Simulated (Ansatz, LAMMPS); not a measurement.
Bulk modulus B0 of hcp Be: levels of theory against measurement

Reference value: 117 GPa (measured, room temperature, not corrected to a static lattice, our sources range from 97.2 to 117; as tabulated in arXiv:2410.04971).

Question: What do Lennard-Jones uff-vdw, LDA, BLYP, PBE, revPBE, RPBE, PBE-D3(BJ), PBE-D4, PBEsol-D3(BJ), r²SCAN, r²SCAN-D4 give, and how far is each from the reference?

Answer: 
```json
[
 {"level (code)": "Lennard-Jones uff-vdw (LAMMPS)", "value (GPa)": "3.02", "cell (Å³/atom)": "13.41", "difference (%)": "-97"},
 {"level (code)": "LDA (Ansatz)", "value (GPa)": "131", "cell (Å³/atom)": "7.55", "difference (%)": "+12.0"},
 {"level (code)": "BLYP (Ansatz)", "value (GPa)": "120", "cell (Å³/atom)": "7.93", "difference (%)": "+2.6"},
 {"level (code)": "PBE (Ansatz)", "value (GPa)": "123", "cell (Å³/atom)": "7.91", "difference (%)": "+5.1"},
 {"level (code)": "revPBE (Ansatz)", "value (GPa)": "118", "cell (Å³/atom)": "8.08", "difference (%)": "+0.9"},
 {"level (code)": "RPBE (Ansatz)", "value (GPa)": "118", "cell (Å³/atom)": "8.12", "difference (%)": "+0.9"},
 {"level (code)": "PBE-D3(BJ) (Ansatz)", "value (GPa)": "133", "cell (Å³/atom)": "7.43", "difference (%)": "+13.7"},
 {"level (code)": "PBE-D4 (Ansatz)", "value (GPa)": "126", "cell (Å³/atom)": "7.77", "difference (%)": "+7.7"},
 {"level (code)": "PBEsol-D3(BJ) (Ansatz)", "value (GPa)": "132", "cell (Å³/atom)": "7.48", "difference (%)": "+12.8"},
 {"level (code)": "r²SCAN (Ansatz)", "value (GPa)": "124", "cell (Å³/atom)": "7.91", "difference (%)": "+6.0"},
 {"level (code)": "r²SCAN-D4 (Ansatz)", "value (GPa)": "126", "cell (Å³/atom)": "7.85", "difference (%)": "+7.7"}
]
```

Leaving aside Lennard-Jones uff-vdw (doubt noted below): The levels aren't ranked against this reference (sources at odds).

The reference isn't brought to a static lattice, while the calculations are for one, so the differences are not the levels' errors alone. A static lattice is as a rule stiffer than a warm one, by over a tenth in soft solids.  Lennard-Jones uff-vdw: this is a force field's van der Waals term alone, without bonds or charges. Each level is taken at its own relaxed cell. Cutoffs differ between the levels. Ansatz's density-functional and Hartree–Fock values are scalar-relativistic unless marked +SOC, with PAW data made under PBE.

Differences are worked out from the printed values.

Ansatz is an electronic-structure program.
